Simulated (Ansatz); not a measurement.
For fcc Au, PBE+SOC (plane waves, PAW; Ansatz, a program for electronic structure) gives:

```
Property                          Value
------------------------------  -------
equilibrium lattice constant a  4.144 Å
bulk modulus B0                 147 GPa
```

Question: What does HSE06-D3(BJ) (plane waves, PAW; Ansatz) give for the same quantities?

Answer: 
- lattice constant a: 4.056 Å (drops by 2.1 %)
- bulk modulus: 182 GPa (goes up by 24 %)

For comparison: lattice constant a 4.062 Å (measured, static lattice: zero-point anharmonic expansion removed; as tabulated in Mejia-Rodriguez and Trickey (2018), arXiv:1807.09216); bulk modulus 182 GPa (measured, 0 K value with the zero-point phonon effect removed, our sources range from 175 to 182; as tabulated in Mejia-Rodriguez and Trickey (2018), arXiv:1807.09216).

Changes are worked out from the printed values.

Unless a cell is named, each level is at its own relaxed cell (PBE+SOC 17.80, HSE06-D3(BJ) 16.69 Å³/atom).

Levels without +SOC leave out spin–orbit coupling, which shifts energies and cells of such heavy elements.

Ansatz's density-functional and Hartree–Fock values are scalar-relativistic unless marked +SOC, with PAW data made under PBE.
